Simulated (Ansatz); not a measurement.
The same path of CH3F + CH3S (10 atoms, charge 0, multiplicity 2) was run twice with different band settings.

Method: UKS PBE-D4/6-31G in Ansatz.

Relaxed end points:

```xyz
10
Properties=species:S:1:pos:R:3
H -1.366 -0.467 0.186
S 1.002 -1.817 0.923
C 1.792 -0.165 0.545
C -1.771 0.253 -0.544
F -0.665 1.012 -1.105
H 1.860 0.426 1.473
H 1.106 0.368 -0.142
H 2.781 -0.291 0.083
H -2.279 -0.276 -1.366
H -2.461 0.957 -0.053
```

```xyz
10
Properties=species:S:1:pos:R:3
H -1.303 -0.673 -0.135
S 0.848 -1.504 1.446
C 1.796 -0.143 0.581
C -1.761 0.200 -0.631
F -0.749 1.235 -0.769
H 2.431 0.413 1.283
H 1.046 0.527 0.118
H 2.395 -0.583 -0.233
H -2.117 -0.074 -1.636
H -2.587 0.602 -0.024
```

Common settings: movable images 5; climbing image yes; spring 5.0 eV/Å²; optimiser quadratic models (default); force threshold 0.03 eV/Å; end points relaxed.

| run | start path | iteration limit |
| --- | --- | --- |
| 1 | through a guess of the saddle point | 40 |
| 2 | straight line | 60 |

(1) What does each run give, and how far can it be trusted?

## Answers

(1) Run 1: converged after 11 iterations, highest image 0.007 eV above the first end. The top lies less than 8 meV above the higher end, about what the thresholds resolve: that end is a shoulder or a very shallow well. A vibrational analysis at the climbing image gives one clearly imaginary mode, 136i cm⁻¹: a first-order saddle point.
Run 2: converged after 4 iterations, highest image 0.007 eV above the first end. The top lies less than 8 meV above the higher end, about what the thresholds resolve: that end is a shoulder or a very shallow well. Another band between the same ends (5 images) ends at a top of the same energy, where a vibrational analysis finds 1 clearly imaginary mode.
Limits of this set-up: no polarisation functions.
